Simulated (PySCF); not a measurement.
Delta-SCF ions had no search for a lower state. 

Cartesian coordinates (Å):
SMILES: C
```xyz
5

C      0.0000     0.0000     0.0000
H      0.4384    -0.7235     0.6975
H     -0.4926     0.8001     0.5651
H      0.7908     0.4288    -0.6268
H     -0.7366    -0.5053    -0.6357
```
Charge 0, spin multiplicity 1.

Task: What LUMO, vertical ionisation energy (Delta-SCF) and HOMO–LUMO gap does PBE-D3(BJ)/def2-TZVP run with PySCF give?

Result: 
```json
{
 "LUMO": "0.89 eV",
 "vertical ionisation energy (Delta-SCF)": "13.91 eV",
 "HOMO–LUMO gap": "10.31 eV"
}
```
